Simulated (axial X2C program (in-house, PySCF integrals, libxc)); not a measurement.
# PC: EOM-IP-CCSD levels

Wanted for PC: EOM-IP-CCSD levels, at the two-component level.

Method: two-component X2C with atomic mean-field terms, P dyall-av3z, C dyall-av3z; program: an in-house X2C program for linear molecules on PySCF integrals.

All values are calculated.

## 1. The job

File task.json:

```json
{
 "zs": [
  15,
  6
 ],
 "q": 0,
 "bas": [
  "dyall-av3z",
  "dyall-av3z"
 ],
 "r0": 1.69,
 "eom": "ip",
 "rq": -1,
 "thr": -2.0,
 "nmax": 95,
 "grid": [
  1,
  0.96,
  1.045,
  0.92,
  1.09,
  1.15
 ]
}
```

Keys: zs atomic numbers; q charge; bas basis sets; r0 starting distance in Å; eom kind of EOM run; thr threshold in hartree for freezing inner shells (an s shell follows its p shell); nmax most natural virtual spinors; grid distances as factors.

Started as:

```console
$ python soeom.py task.json out
```

After this run come: EOM-IP-CCSD at 1.600 Å.

What does the calculation give? Wanted: next root; T1 of the reference; lowest state, Re and ωe.

The runs gave:

```
               quantity                            value
 lowest root at 1.600 Å                Ω = 1/2, 3.008 eV
              next root  Ω = 3/2, about 6770 cm⁻¹ higher
    T1 of the reference                            0.025
lowest state, Re and ωe               1.560 Å, 1301 cm⁻¹
```

In words: The first ionisation of PC⁻ costs 3.01 eV and empties a spinor of 54% C pσ, 17% C sσ, 16% P pσ. Errors of 0.1 to 0.3 eV are usual at this size, and roots led by higher excitations are left out, so the list is incomplete, and low states of that kind can be missing. The bond is 0.045 Å shorter than in the closed-shell reference at CCSD (1.605 Å).
